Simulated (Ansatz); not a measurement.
Isomers

Structures of CH2BO, doublet, relaxed at PBE0-D4/def2-TZVP (vibrations not checked; lower isomers may exist, and structures with a doubtful reference or unclear bonds are left out). Program: Ansatz 0.2.0. Basis: def2-TZVPP. Cores are frozen in the correlated methods; orbitals are unrestricted. B3LYP uses VWN-RPA correlation.

Problem. Rank them by CCSD(T) energy, lowest first, and give each one's height above the lowest. Links in brackets join atoms within 1.22 times the sum of their covalent radii (1.1 for two metals). (An estimate is asked for; the value comes from the calculation.)
A.
CH₂BO ([CH][B][OH])
```
5
angstrom
C 0.3600 0.0683 1.2020
B 0.0314 0.1641 -0.1065
O -0.2732 0.3044 -1.3877
H -0.6737 -0.4643 -1.8038
H 0.6205 -0.0040 2.2344
```
B.
CH₂BO ([CH2][B][O])
```
5
angstrom
C -0.3468 0.3331 -0.3783
B 0.5001 -0.4804 0.5455
O 1.1849 -1.1381 1.2926
H -0.8201 -0.1038 -1.2489
H -0.5182 1.3893 -0.2109
```
C.
CH₂BO ([BH]1[CH][O]1)
```
5
angstrom
B -1.0859 -0.3507 0.6533
C -0.1836 -0.0092 -0.3887
O 0.1512 -1.0091 0.5668
H 0.4613 0.2862 -1.1947
H -2.0315 -0.3827 1.3571
```
D.
CH₂BO ([B]1[CH2][O]1)
```
5
angstrom
B -1.0690 -0.3971 0.5754
C 0.0693 0.2731 -0.1891
O 0.0835 -1.0232 0.6023
H 0.2235 0.1094 -1.2503
H 0.6927 1.0378 0.2618
```

Solution. Computed: B (0.0 kJ/mol), A (204.4 kJ/mol), C (221.5 kJ/mol), D (244.1 kJ/mol). Heights count from the lowest.

Problem. Do PBE-D4, r2SCAN-D4, PBE0-D4, B3LYP-D4, wB97M-V, HF, MP2 give the same order? (Judge from chemistry; the calculation decides.)

Solution. By the calculation: All do.

No T1 diagnostic of these runs exceeds 0.020. ⟨S²⟩ of the unrestricted Hartree–Fock references: 0.76 to 0.78 (a pure state has 0.75).

For scale, one of the runs: CCSD(T)/def2-TZVPP, 121 basis functions, launched by `ansatz run in.yaml --threads 2 --pin off --events-out ev --progress --plain --max-ram 4352MiB`. The run took 19 s on 2 CPU threads of an Arm Neoverse V2 (shared host), with 1.2 GiB of host memory at its peak.
